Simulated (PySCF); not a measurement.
**One shape, several levels: AlSiH5 (AlH2(SiH3))**

We compute a comparison of 4 runs (PBE0/STO-3G, SVWN5/STO-3G, CCSDTQ/STO-3G, NEVPT2(2,2)/STO-3G) of AlSiH5 (AlH2(SiH3)). 

Program for the calculation: PySCF 2.14.0.

### 1 Starting point

The species is AlSiH5 (7 atoms), meant as a singlet with charge 0. SMILES: `[H][Al]([H])[SiH3]`. Geometry: a GFN2-xTB relaxation, a rough one for these elements and not checked as a minimum.

Bond lengths: Al1–Si4 2.421 Å, Al1–H2 1.567 Å, Al1–H3 1.566 Å, Si4–H5 1.482 Å, Si4–H6 1.482 Å, Si4–H7 1.482 Å. Angles: Al1–Si4–H5 114.1°, Al1–Si4–H6 113.8°, Al1–Si4–H7 116.0°, H2–Al1–Si4 125.8°, H3–Al1–Si4 126.2°, H5–Si4–H6 104.0°, H5–Si4–H7 103.8°, H6–Si4–H7 103.8°, H2–Al1–H3 107.9°.

### 2 A single-point energy at PBE0/STO-3G (run 1)

input.py reads:

```python
# AlH2(SiH3)
from pyscf import gto, dft

system = gto.Mole()
system.atom = [
    ('Al', (0.688040, 1.201700, 0.003860)),
    ('H', (2.245410, 1.365000, 0.056470)),
    ('H', (0.053380, 2.633190, -0.016580)),
    ('Si', (-0.517390, -0.897790, -0.016750)),
    ('H', (-1.851430, -0.836410, 0.625620)),
    ('H', (0.177610, -1.992690, 0.701130)),
    ('H', (-0.795620, -1.472990, -1.353750)),
]
system.verbose = 3
system.basis = 'sto-3g'
system.max_memory = 1860
system.charge = 0
system.build()

mf = dft.RKS(system, xc='pbe0')
mf.conv_tol = 1e-10
mf.grids.level = 5
mf.kernel()
if not mf.converged:
    mf = mf.newton().run(mf.mo_coeff, mf.mo_occ)

e_tot = mf.e_tot
print('E = %.10f Eh' % e_tot)
```

Run with:

```console
OMP_NUM_THREADS=1 python input.py
```

Output:

```text
converged SCF energy = -528.374425250887
E = -528.3744252509 Eh
```

Run time: 3.3 s. Hardware: 1 thread of Intel Xeon Platinum 8375C at 2.90GHz (Ice Lake), shared host; peak memory 0.22 GiB.

### 3 The energy at SVWN5/STO-3G (run 2)

job.py reads:

```python
from pyscf import gto, dft

system = gto.M(
    atom='''
Al   0.688040   1.201700   0.003860
H    2.245410   1.365000   0.056470
H    0.053380   2.633190  -0.016580
Si  -0.517390  -0.897790  -0.016750
H   -1.851430  -0.836410   0.625620
H    0.177610  -1.992690   0.701130
H   -0.795620  -1.472990  -1.353750
''',
    max_memory=1860,
    basis='sto-3g',
    verbose=3,
    charge=0,
)

mf = dft.RKS(system, xc='svwn')
mf.conv_tol = 1e-10
mf.grids.level = 5
mf.kernel()
if not mf.converged:
    mf = mf.newton().run(mf.mo_coeff, mf.mo_occ)

e_tot = mf.e_tot
print(f'total energy: {e_tot:.8f} hartree')
```

Run with:

```console
OMP_NUM_THREADS=1 python job.py
```

Output:

```text
converged SCF energy = -526.279422313465
total energy: -526.27942231 hartree
```

Run time: 2.3 s. Hardware: 1 thread of Intel Xeon Platinum 8375C at 2.90GHz (Ice Lake), shared host; peak memory 0.15 GiB.

Run 3 isn't shown in full; the table further down has it.

### 4 The energy at NEVPT2(2,2)/STO-3G (run 4)

geometry.xyz reads:

```xyz
7
AlH5Si
Al     0.688040     1.201700     0.003860
H      2.245410     1.365000     0.056470
H      0.053380     2.633190    -0.016580
Si    -0.517390    -0.897790    -0.016750
H     -1.851430    -0.836410     0.625620
H      0.177610    -1.992690     0.701130
H     -0.795620    -1.472990    -1.353750
```

job.py reads:

```python
import numpy
from pyscf import gto, scf, mp, mcscf, mrpt

molecule = gto.M(
    atom='geometry.xyz',
    verbose=3,
    basis='sto-3g',
    max_memory=1860,
)

myscf = scf.RHF(molecule)
myscf.conv_tol = 1e-10
myscf.kernel()
if not myscf.converged:
    myscf = myscf.newton().run(myscf.mo_coeff, myscf.mo_occ)

pt = mp.MP2(scf.addons.convert_to_uhf(myscf)).run()
noons, natorbs = mcscf.addons.make_natural_orbitals(pt)
print('natural occupations', numpy.round(noons[:40], 4))
cas = mcscf.CASSCF(myscf, 2, 2)
cas.fix_spin_(ss=0.0)
cas.natorb = True
cas.kernel(natorbs)
e_pt2 = mrpt.NEVPT(cas).kernel()
energy = cas.e_tot + e_pt2
print('E = %.10f Eh' % energy)
```

Run with:

```console
OMP_NUM_THREADS=1 python job.py
```

Output:

```text
converged SCF energy = -527.500776923552
E(UMP2) = -527.58314609298  E_corr = -0.0823691694276212
E(SCS-UMP2) = -527.594511342101  E_corr = -0.0937344185494514
natural occupations [2.     2.     1.9999 1.9998 1.9998 1.9998 1.9998 1.9995 1.9995 1.9992
 1.9923 1.9884 1.9864 1.9863 1.9856 1.9842 0.019  0.0132 0.0126 0.0125
 0.01   0.0086 0.0036]
CASSCF energy = -527.511254122648
CASCI E = -527.511254122648  E(CI) = -1.13594371875990  S^2 = 0.0000000
Sr    (-1)',   E = -0.00000000000689
Si    (+1)',   E = 0.00000000001157
Sijrs (0)  ,   E = -0.05574022268943
Sijr  (+1) ,   E = -0.00745854466888
Srsi  (-1) ,   E = -0.00402997190517
Srs   (-2) ,   E = -0.00122411691027
Sij   (+2) ,   E = -0.00076064237556
Sir   (0)' ,   E = -0.00402655998666
Nevpt2 Energy = -0.073240058531295
E = -527.5844941812 Eh
```

Run time: 1.6 s. Hardware: 1 thread of Intel Xeon Platinum 8375C at 2.90GHz (Ice Lake), shared host; peak memory 0.12 GiB.

### 5 Overview of the runs

| run | level | integration grid | frozen core orbitals | energy (Eh) | dipole moment (D) of the reference | HOMO energy (eV) | LUMO energy (eV) | wall time |
| --- | --- | --- | --- | --- | --- | --- | --- | --- |
| 1 | PBE0/STO-3G | 5 | – | -528.374425 | 0.50 | -5.31 | 3.61 | 3.3 s |
| 2 | SVWN5/STO-3G | 5 | – | -526.279422 | 0.43 | -3.99 | 2.30 | 2.3 s |
| 3 | CCSDTQ/STO-3G | – | 10 | -527.606944 | 0.61 | -7.88 | 8.09 | 36 s |
| 4 | NEVPT2(2,2)/STO-3G | – | – | -527.584494 | 0.61 | -7.88 | 8.09 | 1.6 s |

### 6 Outcome

```
                                    quantity          value
                         run 4: total energy  -527.58449 Eh
 run 4: dipole moment (Hartree–Fock density)         0.61 D
  run 4: HOMO energy (Hartree–Fock orbitals)       -7.88 eV
  run 4: LUMO energy (Hartree–Fock orbitals)        8.09 eV
run 4: HOMO–LUMO gap (Hartree–Fock orbitals)       15.97 eV
```

**Reading.** Totals of different functionals can't be ranked against each other. In runs 1, 2, 3, 4 the basis is minimal, so the values are rough. All runs together took 43 s, the longest 36 s.
